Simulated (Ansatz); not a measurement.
# C2H5N: the cost of one run

Program: Ansatz 0.2.0. Level of theory: the levels named in each step. These are calculated values, not measurements.

### 1 The system as given

Bond lengths: C1–C2 1.477 Å, C1–N3 1.444 Å, C2–N3 1.444 Å, C1–H4 1.084 Å, C1–H5 1.081 Å, C2–H6 1.081 Å, C2–H7 1.084 Å, N3–H8 1.015 Å. Angles (14 of 15 angles, heavy atoms first): C1–C2–N3 59.2°, C2–C1–N3 59.2°, C1–N3–C2 61.5°, C1–C2–H6 119.0°, C1–C2–H7 118.9°, N3–C2–H6 114.7°, N3–C2–H7 119.8°, C2–C1–H4 118.9°, C2–C1–H5 119.0°, N3–C1–H4 119.8°, N3–C1–H5 114.7°, C1–N3–H8 114.2°, C2–N3–H8 114.1°, H6–C2–H7 114.3°.

Structure file:

```xyz
8

C     0.8077   -0.1824    0.1894
C    -0.6217   -0.5546    0.1656
N    -0.1746    0.6964   -0.3996
H     1.2654    0.0787    1.1371
H     1.4816   -0.6447   -0.5186
H    -0.9622   -1.2810   -0.5593
H    -1.1780   -0.5575    1.0964
H    -0.3970    1.5098    0.1661
```

### 2 A rough first relaxation, PBE-D4/def2-SVP

This run stands in another session on the same molecule. It ended at:

```xyz
8

C     0.8129   -0.1777    0.1793
C    -0.6283   -0.5533    0.1551
N    -0.1790    0.7145   -0.4373
H     1.2596    0.0922    1.1531
H     1.5206   -0.6522   -0.5232
H    -0.9927   -1.3067   -0.5654
H    -1.1798   -0.5437    1.1125
H    -0.3921    1.4916    0.2030
```

### 3 Relaxation, B2PLYP/def2-TZVPP

Contents of input.yaml:

```yaml
crystal:
  periodic: [false, false, false]
  atoms:
    - { symbol: C, position_ang: [0.81290702, -0.17765429, 0.17927007] }
    - { symbol: C, position_ang: [-0.62833542, -0.55330046, 0.1550795] }
    - { symbol: "N", position_ang: [-0.17904723, 0.71450295, -0.43728158] }
    - { symbol: H, position_ang: [1.25962479, 0.09222043, 1.15312109] }
    - { symbol: H, position_ang: [1.5205913, -0.65216211, -0.52320625] }
    - { symbol: H, position_ang: [-0.99268507, -1.30673071, -0.56537049] }
    - { symbol: H, position_ang: [-1.17978892, -0.54371824, 1.11246952] }
    - { symbol: H, position_ang: [-0.39206648, 1.49155243, 0.20296813] }
basis:
  gaussian: { orbitals: def2-TZVPP }
hamiltonian:
  xc: { name: B2PLYP }
relax:
  f_tol: 0.002
  max_steps: 150
```

Command:

```console
ansatz run input.yaml --threads 4 --pin off --max-ram 10240MiB --backend cpu --events-out ev --progress --plain --runs-dir out
```

Q: Estimate wall time and peak memory on 4 threads of Intel Xeon at 2.50GHz (Skylake/Cascade Lake), shared host.

About 1.9 min, with a peak of 0.56 GiB.
